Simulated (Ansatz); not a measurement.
A nudged elastic band was laid between two geometries of C₂H₆N₂ (10 atoms, charge 0, multiplicity 1).

Method: Ansatz 0.2.0, RKS r2SCANh-D4/def2-mTZVP.

```json
{
  "movable images": "7",
  "climbing image": "yes",
  "spring": "5.0 eV/Å²",
  "optimiser": "quadratic models (default)",
  "start path": "through a guess of the saddle point",
  "force threshold": "0.05 eV/Å",
  "iteration limit": "60",
  "end points": "relaxed"
}
```

Initial state:

```xyz
10
Properties=species:S:1:pos:R:3
C -0.854 0.290 -0.741
N -0.264 -0.692 0.136
C 0.897 -0.437 0.816
N 1.703 0.540 0.684
H -1.783 -0.104 -1.146
H -1.067 1.235 -0.228
H -0.189 0.502 -1.582
H -0.879 -1.380 0.540
H 1.145 -1.218 1.536
H 1.374 1.212 -0.012
```

Final state:

```xyz
10
Properties=species:S:1:pos:R:3
C -1.015 0.237 -0.800
N -0.325 -0.668 0.095
C 0.850 -0.292 0.667
N 1.463 0.773 0.321
H -1.898 -0.261 -1.195
H -1.307 1.165 -0.300
H -0.355 0.503 -1.623
H -0.879 -1.340 0.599
H 1.206 -1.013 1.414
H 2.343 0.846 0.824
```

(1) Which bonds break or form, and what moves?

(2) Give the energies along the band, and the barrier.

(3) What is the geometry of the highest image?

Results:

(1) No bond is made or broken. The dihedral N2–C3–N4–H10 goes from 2 to -177°.

(2) It converged. The highest image is number 4 of 0 to 8, 99.6 kJ/mol above the first end and 108.0 kJ/mol above the last; the last end lies 8.4 kJ/mol below the first. A vibrational analysis at the climbing image gives 2 clearly imaginary modes (1075i, 43i cm⁻¹): a point of higher order. A lower path may pass nearby, or the ends, which weren't checked, may share the extra mode.

```
image  path coordinate (Å)  energy (kJ/mol)  dihedral N2–C3–N4–H10 (°)
    0                 0.00              0.0                          2
    1                 0.32              1.9                          3
    2                 0.64             12.3                          7
    3                 0.96             56.7                         35
    4                 1.28             99.6                         91
    5                 1.54             68.7                        136
    6                 1.81             21.9                        162
    7                 2.08             -3.3                        178
    8                 2.35             -8.4                       -177
```

(3) 
```xyz
10
Properties=species:S:1:pos:R:3:forces:R:3
C -0.957 0.258 -0.766 0.00 -0.01 0.00
N -0.396 -0.594 0.256 -0.01 0.01 -0.01
C 0.857 -0.399 0.752 0.00 0.00 0.00
N 1.668 0.469 0.359 -0.01 0.00 0.02
H -1.767 -0.266 -1.271 0.00 0.00 0.00
H -1.347 1.191 -0.352 0.00 0.00 0.00
H -0.179 0.511 -1.487 0.00 0.00 0.00
H -0.896 -1.422 0.537 0.01 0.00 0.00
H 1.101 -1.196 1.484 0.00 0.00 0.00
H 2.000 1.395 0.491 0.01 0.00 -0.01
```

Run time: 5.1 min on 2 threads of Arm Neoverse N1 (shared host), peak memory 0.2 GiB.
